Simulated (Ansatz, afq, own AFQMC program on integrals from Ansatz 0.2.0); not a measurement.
AFQMC on a folder of integrals that Ansatz 0.2.0 wrote.

```yaml
crystal:
  periodic: [false, false, false]
  atoms:
    - {symbol: B, position_ang: [0.000000, 0.073467, 0.710676]}
    - {symbol: C, position_ang: [0.000000, -0.111868, -0.523485]}
    - {symbol: H, position_ang: [0.000000, 0.545038, -1.384702]}
basis:
  gaussian: {orbitals: cc-pVTZ}
magnetization: {spin_polarized: false}
correlation: {method: ccsd_t, electrons: outside_noble_gas, hamiltonian_folder: ham}
```

```sh
$ ansatz run in.yaml --threads 1 --pin off --events-out ev --progress --plain --max-ram 24576MiB --backend cuda --devices 0, --max-vram 18GiB
```

afq runs on the folder ham with

```
--method phaseless --trial cisd --walkers 3400 --populations 20 --least-time 60 --time-step 0.005 --steps-per-block 50 --equilibration-blocks 28 --max-blocks 4000 --target-error 0.00017 --factor-cut 1e-05 --seed 8565 --release-times 0.24,0.51,0.99,1.62,2.4 --release-step 0.03 --release-every 3 --taylor-order 6
```

Times are imaginary, in 1/Eh. The walk had a cap of 242 s. With eight or more populations the least sampling time is a fifth of least-time, and the error comes from their spread.

```
orbitals 72  electrons 4 4  factors 428 of 428
reference energy -62.85902013 Eh
CCSD correlation -0.27544401 Eh in 17 cycles, weight of the determinant in the CISD state 0.7986
energy of the start -63.134484 Eh
 block  time / (1/Eh)  mean weight  energy / Eh
     1     0.250  0.9996  -63.132831
     2     0.500  0.9999  -63.136026
     3     0.750  1.0000  -63.139779
     4     1.000  1.0001  -63.143038
     5     1.250  1.0002  -63.146086
     8     2.000  1.0001  -63.148275
    13     3.250  1.0001  -63.152400
    25     6.250  1.0002  -63.154956
    37     9.250  1.0005  -63.154879
    49    12.250  1.0001  -63.152148
    61    15.250  1.0001  -63.155828
    73    18.250  0.9996  -63.151652
    85    21.250  1.0006  -63.152871
    97    24.250  1.0001  -63.156031
   109    27.250  1.0002  -63.154507
   113    28.250  1.0002  -63.157379
   121    30.250  1.0000  -63.152586
   133    33.250  0.9999  -63.154055
   145    36.250  0.9995  -63.154410
   157    39.250  1.0001  -63.153089
   165    41.250  0.9997  -63.156931
error from the spread of 20 populations
released: time / (1/Eh)  energy / Eh  error  mean overlap
  0.24  -63.154608  0.000203  0.9959
  0.51  -63.155196  0.000205  0.9929
  0.99  -63.156047  0.000178  0.9876
  1.62  -63.156381  0.000206  0.9849
  2.40  -63.156753  0.000290  0.9805
energy -63.153908 +/- 0.000169 Eh
(rows thinned)
```

Estimate how long the walk took on 1 × NVIDIA H100 80GB HBM3 with 2 threads of AMD EPYC 7R13 Processor (Zen 3), with other jobs on the host (the card was shared).

2.5 min of wall time.

The run passed its tests (sampling time, drift between the halves within three errors, error under three times the target), which doesn't prove that it has relaxed.

Against this walk (error 4.6 meV) on the same determinant: CCSD(T) 48.8 meV lower, CCSDT(Q) 151.9 meV lower. The error is statistical and leaves out the bias of the constraint. None of these is a sure reference here. The released energies are still falling (meV from the phaseless value at times in 1/Eh: -19 ± 6 at 0.24, -35 ± 6 at 0.51, -58 ± 5 at 0.99, -67 ± 6 at 1.62, -77 ± 8 at 2.40), so they give no level; they do show a bias of the constraint, and the last of them that isn't too noisy lies 75 meV above CCSDT(Q).

Cautions: constraint bias not in the error; higher spins were not checked; restricted determinant unstable towards unrestricted (UHF 2.26 eV lower, ⟨S²⟩ 1.10); strong correlation (T1 0.033, weight of the determinant 0.80, largest double 0.27); (T) is large, 8 % of the CCSD correlation; CCSDT(Q) on the UHF determinant differs (52 meV lower), perhaps since the unrestricted series falls towards higher spin.

CCSDT and higher add their correlation energy to the determinant of the CCSD(T) run, since their own runs factorise the integrals more tightly (a shift of under 2 meV). A walk keeps the symmetry of its determinant, which the program's search chose and which needn't be the lowest solution, so a lower state of the same spin and another symmetry isn't excluded.
